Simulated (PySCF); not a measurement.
Molecule: C2HF3N (charge +1, singlet). It need not be the lowest isomer of its formula. 
Structure (B3LYP-D3(BJ)/def2-TZVP (Ansatz) minimum search):
```xyz
7

C     -0.0016    -0.0002    -0.4600
C      0.0038     0.0005     1.0998
F     -0.0219     1.2533    -0.8417
F      1.0923    -0.6108    -0.8447
F     -1.0791    -0.6437    -0.8372
N      0.0077     0.0010     2.2322
H      0.0112     0.0015     3.2478
```
Charge +1, spin multiplicity 1.

Dispersion corrections to the total energy (kcal/mol) from the dftd3 and dftd4 libraries through PySCF: D3(BJ) without and D4 with the three-body term, each with the damping fitted for the functional named.

```tsv
functional	D3(BJ)	D4
TPSSh	?	-2.82
B2GP-PLYP	-1.31	-0.94
TPSS	-2.93	-3.11
B3LYP	?	-3.65
PBE	-2.36	-2.29
CAM-B3LYP	-1.71	-1.88
revPBE	?	-8.24
```

### Question
Some entries are withheld; supply them.

### Answer

- TPSSh, D3(BJ): -2.65
- B3LYP, D3(BJ): -4.03
- revPBE, D3(BJ): -6.24
